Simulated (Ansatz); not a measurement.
Geometry optimisation, UKS PBE/6-31G (Ansatz 0.2.0).

Input file:

```yaml
crystal:
  periodic: [false, false, false]
  atoms:
    - { symbol: B, position_ang: [-1.0123, 0.28113, -1.10174] }
    - { symbol: Si, position_ang: [0.22882, 0.16378, 0.2935] }
    - { symbol: Si, position_ang: [1.66985, 0.18237, 1.9612] }
    - { symbol: H, position_ang: [-1.37882, -0.65215, -1.72519] }
    - { symbol: H, position_ang: [-1.46541, 1.33674, -1.38718] }
    - { symbol: H, position_ang: [1.95786, -1.31186, 1.95942] }
magnetization:
  spin_polarized: true
basis:
  gaussian: { orbitals: "6-31G" }
hamiltonian:
  xc: pbe
relax:
  f_tol: 0.02
  max_steps: 40
```

Launched with:

```bash
$ ansatz run input.yaml --threads 1 --pin off --max-ram 2048MiB --backend cpu --events-out ev --progress --plain --runs-dir out
```

Problem. Where does it end, and by what steps?

Solution. The forces met the threshold. Limits of this set-up: no polarisation functions. After 16 steps the energy has fallen by 0.156 eV; Si2 moved furthest, 0.45 Å.

```tsv
step	energy less start (eV)	largest force component (eV/Å)	accepted
0	0.0000	0.941	yes
1	-0.1186	0.308	yes
2	-0.1353	0.106	yes
3	-0.1386	0.046	yes
4	-0.1435	0.120	yes
5	-0.1401	0.402	no
6	-0.1496	0.061	yes
7	-0.1531	0.099	yes
8	-0.1535	0.097	yes
9	-0.1380	0.381	no
10	-0.1534	0.116	no
11	-0.1550	0.031	yes
12	-0.1555	0.043	yes
13	-0.1481	0.230	no
14	-0.1556	0.046	yes
15	-0.1532	0.073	no
16	-0.1558	0.004	yes
```

```xyz
6
Properties=species:S:1:pos:R:3
B -1.064 0.274 -1.161
Si 0.213 -0.270 0.188
Si 1.576 0.225 1.859
H -1.560 -0.526 -1.908
H -1.344 1.445 -1.225
H 2.179 -1.148 2.248
```

Whether the end is a true minimum wasn't checked by a vibrational analysis.

Time of the run: 33 s on 1 thread of Arm Neoverse V2 (shared host), peak memory 0.12 GiB.
